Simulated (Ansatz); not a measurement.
Process, species as SMILES: [N]=O (N-O) → NO+ (singlet, bonded as [N]=O) + e-
B3LYP-D3(BJ)/def2-TZVP geometries, fixed; electronic energies without zero-point terms.
Largest species:
```xyz
2

N      0.0000     0.0000    -0.6106
O      0.0000     0.0000     0.5343
```
Charge 0, spin multiplicity 2.

Core correlation in the adiabatic ionisation energy at CCSD(T) with Ansatz (an electronic-structure program), in eV: frozen core against all electrons. Open shells are unrestricted.

```tsv
basis	functions, most	frozen core
cc-pVDZ	28	8.808
cc-pCVDZ	36	8.804
cc-pVTZ	60	9.072
cc-pCVTZ	86	9.058
cc-pwCVTZ	86	9.055
cc-pVQZ	110	9.153
cc-pCVQZ	168	9.154
cc-pwCVQZ	168	9.155
```

How large is the core term in each set?

The largest core-valence set, cc-pwCVQZ, gives a core term of 0.011 eV; the valence set cc-pVQZ, which lacks functions for the core, gives 0.001. By row: cc-pVDZ -0.003, cc-pCVDZ 0.000, cc-pVTZ -0.020, cc-pCVTZ 0.009, cc-pwCVTZ 0.011, cc-pVQZ 0.001, cc-pCVQZ 0.011, cc-pwCVQZ 0.011.
